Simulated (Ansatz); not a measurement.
# C2H3F (singlet): the correlation ladder, cc-pVTZ

Aim: climb from Hartree-Fock through coupled cluster and multireference methods for C2H3F (singlet) at one geometry and basis, and see what each rung misses.

The runs use Ansatz 0.2.0, Gaussian basis; cc-pVTZ, core rule «outside noble gas», up to 3 orbitals frozen.

To be run: UHF; CCSD(T) on RHF; BCCD(T) on RHF; CISD; CCSDT(Q) on RHF; CASSCF and NEVPT2, 8 electrons in 8 orbitals.

17 further runs of the same task are left out: 17 set aside as unsound or not needed.

## Step 1: What is computed

The geometry is an MP2(full)/6-31G* stationary point (not a proven minimum).

6 atoms, charge 0, spin multiplicity 1.

Atoms are counted from 1 here; the program's logs count them from 0.

Bond lengths: C1–C2 1.327 Å, C1–F3 1.354 Å, C1–H4 1.084 Å, C2–H5 1.082 Å, C2–H6 1.081 Å. Angles: C2–C1–F3 122.0°, C2–C1–H4 126.0°, F3–C1–H4 112.0°, C1–C2–H5 121.3°, C1–C2–H6 119.5°, H5–C2–H6 119.2°.

## Step 2: UHF

Contents of in.yaml:

```yaml
crystal:
  periodic: [false, false, false]
  atoms:
    - {symbol: C, position_ang: [0.093343, 0.459824, 0.000000]}
    - {symbol: C, position_ang: [1.285266, -0.122977, 0.000000]}
    - {symbol: F, position_ang: [-1.055586, -0.256222, 0.000000]}
    - {symbol: H, position_ang: [-0.093102, 1.527888, 0.000000]}
    - {symbol: H, position_ang: [1.384691, -1.200723, 0.000000]}
    - {symbol: H, position_ang: [2.177267, 0.488389, 0.000000]}
basis:
  gaussian: {orbitals: cc-pVTZ}
magnetization: {spin_polarized: true, initial_magnetization: 0}
hamiltonian: {xc: hf}
output: {orbitals: {seedname: orbitals}}
```

Run with:

```
ansatz run in.yaml --threads 1 --pin off --events-out ev --progress --plain --max-ram 2880MiB --backend cpu
```

The runs that follow: CCSD(T) on RHF; BCCD(T) on RHF; CISD; CCSDT(Q) on RHF; CASSCF and NEVPT2, 8 electrons in 8 orbitals.

Before running them: what should the planned runs give, taken together? Wanted: RCCSDT(Q) below the RHF energy; RMP2 from RCCSDT(Q); RCCSD from RCCSDT(Q); RCCSD(T) from RCCSDT(Q); T1 diagnostic.

The runs gave:

```
                         quantity                      value
   RCCSDT(Q) below the RHF energy                -16.8556 eV
              RMP2 from RCCSDT(Q)            +27.15 kcal/mol
             RCCSD from RCCSDT(Q)            +15.20 kcal/mol
          RCCSD(T) from RCCSDT(Q)             +0.92 kcal/mol
levels within 1 kcal/mol (43 meV)  RCCSD(T), BCCD(T), RCCSDT
                    T1 diagnostic                      0.012
```

**Reading.** RCCSD(T) misses by +0.92 kcal/mol, 0.2 % of the correlation energy. These misses are within one basis, not against nature.
